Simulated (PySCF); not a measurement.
# methyl isobutyl sulfide (CSCC(C)C, C$_{5}$H$_{12}$S)

Cartesian coordinates in Å; atom numbers follow the order of the lines, from 1:
```xyz
18

C     2.7726   -0.0300    0.1214
S     1.6460    1.3780    0.0632
C     0.2882    0.6712   -0.9078
C    -0.5498   -0.4059   -0.2171
C    -1.5644   -0.9784   -1.2017
C    -1.2246    0.1202    1.0420
H     3.0247   -0.3798   -0.8919
H     3.6936    0.3196    0.6084
H     2.3675   -0.8674    0.7088
H    -0.3489    1.5347   -1.1646
H     0.7014    0.2906   -1.8575
H     0.1323   -1.2252    0.0751
H    -2.2708   -0.1997   -1.5350
H    -2.1548   -1.7850   -0.7403
H    -1.0741   -1.3902   -2.0978
H    -1.7698   -0.6797    1.5661
H    -1.9506    0.9126    0.7929
H    -0.4843    0.5496    1.7331
```

The calculation used quadratic response CAM-B3LYP/aug-cc-pVDZ first hyperpolarisability, Taylor convention, gas phase (PySCF). Geometry: PBE0-D3(BJ)/def2-SVP.

Question: Give the tensor of the static β(0;0,0) in the axes of these coordinates.

Answer: In au, Taylor convention; rows are the first index (the induced dipole):
|  | xx | yy | zz | xy | xz | yz |
| --- | --- | --- | --- | --- | --- | --- |
| x | +12.8 | -24.7 | +15.8 | -11.6 | +2.9 | -2.7 |
| y | -11.6 | -56.4 | -6.7 | -24.7 | -2.7 | +18.0 |
| z | +2.9 | +18.0 | +27.0 | -2.7 | +15.8 | -6.7 |

Norm of βᵢ = ⅓ Σⱼ (βᵢⱼⱼ + βⱼᵢⱼ + βⱼⱼᵢ): 88.8 au, hyper-Rayleigh value 37.2 au.
